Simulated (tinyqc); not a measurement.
Inside a calculation. Method: extended Hueckel theory, for SiH2-. The parameters take no account of the charge, which enters only through the electron count, and nothing here shows that the anion is bound. Computed by tinyqc, a small Python program that keeps every step (integrals from PySCF). Settings: charge = -1, K = 1.75, multiplicity = 2. Command: `OMP_NUM_THREADS=1 python tinyqc.py 30576 30577 out.jsonl` (the two numbers bound the seeds that draw the settings). One thread of a shared host (Intel(R) Xeon(R) Processor @ 2.60GHz), about 0.01 s of CPU time with the checks.

## Overlaps

Geometry (angstrom):
```
atom       x        y       z
Si    0.0000   0.0000  0.0000
H     0.0000   1.1560  0.8030
H     0.0000  -1.1560  0.8030
```

Parameters chosen for this run:
```
element  shell  Slater exponent  H_ii (eV)
H           1s           1.3000   -13.6000
Si          3s           1.3830   -17.3000
Si          3p           1.3830    -9.2000
```

Slater orbitals, each expanded in six Gaussians scaled to its exponent.

overlap S, order 1Si 3s, 1Si 3px, 1Si 3py, 1Si 3pz, 2H 1s, 3H 1s:
$$\begin{pmatrix}
1.0000 & 0.0000 & 0.0000 & 0.0000 & 0.4377 & 0.4377 \\
0.0000 & 1.0000 & 0.0000 & 0.0000 & 0.0000 & 0.0000 \\
0.0000 & 0.0000 & 1.0000 & 0.0000 & 0.4439 & -0.4439 \\
0.0000 & 0.0000 & 0.0000 & 1.0000 & 0.3084 & 0.3084 \\
0.4377 & 0.0000 & 0.4439 & 0.3084 & 1.0000 & 0.0595 \\
0.4377 & 0.0000 & -0.4439 & 0.3084 & 0.0595 & 1.0000
\end{pmatrix}$$

## Wolfsberg-Helmholz matrix

diagonal H_ii (eV): 1Si 3s -17.3000, 1Si 3px -9.2000, 1Si 3py -9.2000, 1Si 3pz -9.2000, 2H 1s -13.6000, 3H 1s -13.6000

K = 1.7500

H_ij = K' S_ij (H_ii + H_jj)/2 for i != j (the diagonal keeps H_ii), with K' = 1.75.

H (eV), order 1Si 3s, 1Si 3px, 1Si 3py, 1Si 3pz, 2H 1s, 3H 1s:
$$\begin{pmatrix}
-17.3000 & 0.0000 & 0.0000 & 0.0000 & -11.8355 & -11.8355 \\
0.0000 & -9.2000 & 0.0000 & 0.0000 & 0.0000 & 0.0000 \\
0.0000 & 0.0000 & -9.2000 & 0.0000 & -8.8564 & 8.8564 \\
0.0000 & 0.0000 & 0.0000 & -9.2000 & -6.1520 & -6.1520 \\
-11.8355 & 0.0000 & -8.8564 & -6.1520 & -13.6000 & -1.4165 \\
-11.8355 & 0.0000 & 8.8564 & -6.1520 & -1.4165 & -13.6000
\end{pmatrix}$$

## Orbitals

valence electrons = 7

Solve H C = S C e through S^(-1/2); fill by pairs from the bottom, a degenerate level sharing its electrons equally; each orbital has its largest coefficient positive (the first on a tie).

orbital energies (eV): [-20.1591, -14.8661, -10.6167, -9.2000, 5.5140, 14.3886]

occupations: [2.0000, 2.0000, 2.0000, 1.0000, 0.0000, 0.0000]

coefficients, order 1Si 3s, 1Si 3px, 1Si 3py, 1Si 3pz, 2H 1s, 3H 1s:
$$\begin{pmatrix}
0.6586 & 0.0000 & -0.4346 & 0.0000 & 0.0000 & 1.0797 \\
0.0000 & 0.0000 & 0.0000 & 1.0000 & 0.0000 & 0.0000 \\
0.0000 & 0.4018 & 0.0000 & 0.0000 & 1.2490 & 0.0000 \\
-0.0037 & 0.0000 & 0.8209 & 0.0000 & 0.0000 & 0.8470 \\
0.3127 & 0.5044 & 0.2020 & 0.0000 & -0.8129 & -0.9434 \\
0.3127 & -0.5044 & 0.2020 & 0.0000 & 0.8129 & -0.9434
\end{pmatrix}$$

sum of one-electron energies = -100.4840 eV

## Mulliken analysis

P = C n C^T; charge = valence electrons (H 1, Si 4) minus the sum of (P S)_ii on the atom; overlap population = 2 sum P_ij S_ij between two atoms.

charges: 1Si -0.6856, 2H -0.1572, 3H -0.1572

Overlap populations:
```
pair      value
2-1    0.769886
3-1    0.769886
3-2   -0.027584
```
